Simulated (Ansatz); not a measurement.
Born–Oppenheimer molecular dynamics of BClH2O (5 atoms, charge 0, multiplicity 1). It goes on from the last frame of an earlier run, with new velocities.

The calculation used Ansatz, RKS PBE0-D4/def2-TZVP.

| Property | Result |
| --- | --- |
| ensemble | NVE (Milne-controlled integrator) |
| time step | 0.5 fs |
| steps asked | 150 |
| starting velocities drawn for | 300 K |
| seed | 291088 |

Frames 1 fs apart, positions in Å, forces in eV/Å.

Velocities at 20.0 fs (Å/ps):

```
B -2.20 1.08 3.63
O 3.77 -0.33 0.97
H -1.72 0.69 5.73
H -0.86 -5.85 8.10
Cl -0.95 -0.03 -1.94
```

```xyz
5
Properties=species:S:1:pos:R:3:forces:R:3 time_fs=20.0 energy_less_start_eV=0.077 T=101
B 0.004 -0.021 -0.042 -0.56 -0.26 1.89
O -0.069 -0.108 1.321 -0.67 -0.24 0.13
H -0.970 -0.240 1.739 1.58 0.36 -1.13
H 1.059 0.019 -0.580 -0.01 0.10 -0.10
Cl -1.532 -0.029 -0.862 -0.35 0.04 -0.79
5
Properties=species:S:1:pos:R:3:forces:R:3 time_fs=21.0 energy_less_start_eV=0.060 T=145
B 0.001 -0.021 -0.038 -0.51 -0.29 1.74
O -0.065 -0.108 1.322 -0.65 -0.22 0.18
H -0.964 -0.237 1.739 1.48 0.34 -1.06
H 1.058 0.013 -0.572 -0.01 0.12 -0.13
Cl -1.533 -0.029 -0.864 -0.31 0.04 -0.74
5
Properties=species:S:1:pos:R:3:forces:R:3 time_fs=22.0 energy_less_start_eV=0.018 T=253
B -0.002 -0.020 -0.032 -0.39 -0.29 1.48
O -0.062 -0.109 1.323 -0.01 -0.11 -0.04
H -0.945 -0.232 1.729 0.71 0.23 -0.64
H 1.057 0.009 -0.566 -0.04 0.13 -0.13
Cl -1.534 -0.029 -0.866 -0.27 0.05 -0.67
5
Properties=species:S:1:pos:R:3:forces:R:3 time_fs=23.0 energy_less_start_eV=-0.003 T=307
B -0.005 -0.019 -0.025 -0.23 -0.29 1.13
O -0.059 -0.109 1.324 1.13 0.06 -0.46
H -0.918 -0.224 1.714 -0.58 0.04 0.04
H 1.055 0.006 -0.561 -0.10 0.13 -0.13
Cl -1.535 -0.029 -0.868 -0.22 0.05 -0.58
5
Properties=species:S:1:pos:R:3:forces:R:3 time_fs=24.0 energy_less_start_eV=0.012 T=269
B -0.009 -0.019 -0.016 -0.05 -0.27 0.69
O -0.055 -0.110 1.325 2.20 0.20 -0.77
H -0.898 -0.216 1.699 -1.81 -0.12 0.68
H 1.053 0.004 -0.557 -0.16 0.13 -0.11
Cl -1.536 -0.029 -0.871 -0.17 0.06 -0.50
5
Properties=species:S:1:pos:R:3:forces:R:3 time_fs=25.0 energy_less_start_eV=0.010 T=273
B -0.012 -0.019 -0.007 0.10 -0.24 0.19
O -0.050 -0.111 1.326 2.27 0.19 -0.54
H -0.894 -0.209 1.690 -2.03 -0.14 0.84
H 1.049 0.004 -0.554 -0.20 0.13 -0.09
Cl -1.538 -0.029 -0.874 -0.13 0.06 -0.40
5
Properties=species:S:1:pos:R:3:forces:R:3 time_fs=26.0 energy_less_start_eV=-0.022 T=357
B -0.015 -0.019 0.002 0.19 -0.21 -0.33
O -0.043 -0.111 1.326 1.13 0.05 0.27
H -0.908 -0.203 1.688 -1.01 -0.03 0.46
H 1.043 0.005 -0.552 -0.21 0.13 -0.08
Cl -1.539 -0.028 -0.876 -0.09 0.06 -0.32
5
Properties=species:S:1:pos:R:3:forces:R:3 time_fs=27.0 energy_less_start_eV=-0.029 T=375
B -0.019 -0.020 0.011 0.22 -0.17 -0.83
O -0.036 -0.111 1.326 -0.38 -0.11 1.23
H -0.932 -0.197 1.691 0.40 0.10 -0.08
H 1.036 0.007 -0.550 -0.19 0.12 -0.08
Cl -1.540 -0.028 -0.879 -0.05 0.06 -0.23
5
Properties=species:S:1:pos:R:3:forces:R:3 time_fs=28.0 energy_less_start_eV=0.001 T=298
B -0.022 -0.021 0.019 0.21 -0.13 -1.26
O -0.029 -0.112 1.327 -1.49 -0.20 1.94
H -0.953 -0.191 1.693 1.42 0.16 -0.44
H 1.026 0.010 -0.550 -0.12 0.11 -0.09
Cl -1.542 -0.028 -0.882 -0.02 0.05 -0.14
5
Properties=species:S:1:pos:R:3:forces:R:3 time_fs=29.0 energy_less_start_eV=0.025 T=236
B -0.025 -0.021 0.026 0.18 -0.09 -1.57
O -0.023 -0.112 1.329 -1.95 -0.22 2.27
H -0.960 -0.183 1.691 1.79 0.16 -0.52
H 1.015 0.014 -0.551 -0.04 0.10 -0.12
Cl -1.543 -0.028 -0.885 0.02 0.05 -0.06
5
Properties=species:S:1:pos:R:3:forces:R:3 time_fs=30.0 energy_less_start_eV=0.016 T=259
B -0.027 -0.022 0.031 0.16 -0.06 -1.76
O -0.018 -0.113 1.333 -1.75 -0.17 2.19
H -0.951 -0.173 1.685 1.49 0.10 -0.31
H 1.004 0.020 -0.552 0.05 0.09 -0.15
Cl -1.544 -0.028 -0.888 0.05 0.04 0.03
5
Properties=species:S:1:pos:R:3:forces:R:3 time_fs=31.0 energy_less_start_eV=-0.006 T=314
B -0.030 -0.023 0.035 0.16 -0.03 -1.80
O -0.014 -0.113 1.337 -0.91 -0.09 1.71
H -0.928 -0.163 1.675 0.54 0.01 0.14
H 0.994 0.026 -0.555 0.13 0.08 -0.17
Cl -1.546 -0.028 -0.891 0.07 0.04 0.12
```

Of the whole run (75 fs, mean temperature of the second half 202 K): The conserved energy stayed within 0.069 meV per atom of its start (net change -0.067 meV per atom), so the integration is sound. A run of 0.075 ps of so small a system gives no equilibrium averages.

Run time: 5.1 min on 2 threads of Arm Neoverse N1, with other jobs on the host, peak memory 0.2 GiB.
